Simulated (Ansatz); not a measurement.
Ideal-gas functions of `[NH2][Al][Cl]` radical at 800 K and 1 bar, from an Ansatz frequency run at PBE0-D4/def2-TZVP.

Molar mass 78.46 g/mol, point group Cs (symmetry number 1), electronic degeneracy 2, moments of inertia 18.092, 139.15, 157.242 u Å². Harmonic wavenumbers (cm⁻¹, unscaled): 173, 332, 374, 483, 655, 821, 1549, 3593, 3695.

Use S(trans) = R[1.5 ln M + 2.5 ln T − 1.1517]; rotational temperatures θ = 24.2544 K / I; S(rot) = R[ln(√π/σ · √(T³/θAθBθC)) + 1.5]; for each mode x = 1.438777 ν̃/T, S = R[x/(eˣ − 1) − ln(1 − e⁻ˣ)] and H = RT x/(eˣ − 1); 1 cm⁻¹ = 0.0119627 kJ/mol; R = 8.31446 J/(mol·K).

Problem. By hand: the entropy, in J/(mol·K).

Solution. Translation 183.8. Rotation: θ = 1.3406, 0.1743, 0.1542 K, giving 114.4. Vibration, mode by mode: 18.06, 12.72, 11.77, 9.74, 7.42, 5.79, 2.05, 0.10, 0.08, in all 67.7. Electronic 5.8. Sum 371.7 J/(mol·K).

Problem. By hand: H − E and G − E in kJ/mol, counted from the electronic energy.

Solution. Zero-point energy ½ × 11675 × 0.0119627 = 69.8; thermal vibration 27.1; translation, rotation and pV give 4 RT = 26.6. H − E = 123.5 kJ/mol, and G − E = 123.5 − 800 × 371.7/1000 = -173.9 kJ/mol.

Vibration gives 18 % of the entropy. The sum counts one conformer and one mirror image; others add a mixing term.
